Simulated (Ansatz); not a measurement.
Z-matrix (Å, degrees):
```
C
F 1 1.351
F 1 1.351 2 108.6
H 1 1.093 2 108.8 3 118.2
H 1 1.093 2 108.8 3 -118.2
```

Total charge 0; spin multiplicity 1.

Task: List the PBE/def2-TZVPP orbital energies in eV (Ansatz 0.2.0). (Estimate.)

Result: Computed: Occupied: -660.38, -660.38, -273.07, -31.53, -29.99, -17.47, -13.44, -13.44, -13.42, -9.96, -9.87, -9.50, -8.03. Lowest empty: 0.93, 1.36, 2.05, 2.19, 5.75, 6.08, 6.41, 6.57.
